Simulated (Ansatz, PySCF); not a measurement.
# Cohesive energy of some elemental solids other than molecular ones

Method: PBE (Ansatz, a program for electronic structure, PySCF; the runs differ in potentials, basis or settings). References are measured values corrected to a static lattice or taken at low temperature (these still hold zero-point motion). The table is a random draw of 8 from 31 solids with such references.

Values in eV/atom.

```json
[
 {"solid": "diamond", "reference": "7.55*", "PBE": "7.72", "error (eV/atom)": "+0.17"},
 {"solid": "α-phase Ga", "reference": "2.81†", "PBE": "2.63", "error (eV/atom)": "-0.18"},
 {"solid": "hcp Sc", "reference": "3.93*", "PBE": "4.12", "error (eV/atom)": "+0.19"},
 {"solid": "fcc Pd", "reference": "3.93*", "PBE": "3.71", "error (eV/atom)": "-0.22"},
 {"solid": "bcc Rb", "reference": "0.86*", "PBE": "0.77", "error (eV/atom)": "-0.09"},
 {"solid": "bcc Ba", "reference": "1.91*", "PBE": "1.88", "error (eV/atom)": "-0.03"},
 {"solid": "hcp Cd", "reference": "1.18*", "PBE": "0.75", "error (eV/atom)": "-0.43"},
 {"solid": "bcc Fe", "reference": "4.32*", "PBE": "4.91", "error (eV/atom)": "+0.59"}
]
```

Over these 8 solids the mean error is 0.00 eV/atom, the mean absolute error 0.24 eV/atom (median 0.19 eV/atom), and the worst case bcc Fe at +0.59 eV/atom; the value is too low in 5 of 8 cases. Over all 31 the mean error is -0.03 eV/atom and the mean absolute error 0.20 eV/atom (median 0.17 eV/atom).

A star marks references brought to a static lattice; the others are low-temperature values that still hold zero-point motion, which matters most for light elements.

Spin–orbit coupling is left out, also for the solids with elements from indium on (bcc Ba); its size isn't shown.

† marks references with one source in our tables, § those from which another value on file, of any temperature, differs by over 15 %.

Differences are worked out from the printed values.

Free atoms are spin-polarised, in the lowest state found; at levels without +SOC their spin–orbit coupling is left out. The solid named is at each level's own relaxed cell; a reference phase can be a single point on another level's cell. Ansatz's density-functional and Hartree–Fock values are scalar-relativistic unless marked +SOC, with PAW data made under PBE.

Ansatz's runs of these crystals have no spin polarisation, but for bcc Fe.

Density-functional runs with spin start from parallel moments for bcc Fe.

Not in this set, of the elemental solids other than molecular ones with a reference value in our tables and a result at some level: 13 for spin–orbit terms of free atoms that are large (Br, In, Sn, Te, I, elements past barium) (fcc Au, hcp Hf, body-centred tetragonal In, fcc Ir, hcp Lu and 8 more); 4 for a doubt noted on the run at PBE (double-hcp La, bcc Nb, fcc Pt, bcc V); 1 for sources at odds (hcp Tc). These can be a level's worst cases. Values held back for tests aren't counted. Layered and molecular crystals are counted apart. The metals Ce to Yb are counted apart.

References as tabulated in Mejia-Rodriguez and Trickey (2018), arXiv:1807.09216; Jana et al. (2018), arXiv:1807.00350; Kittel's textbook.
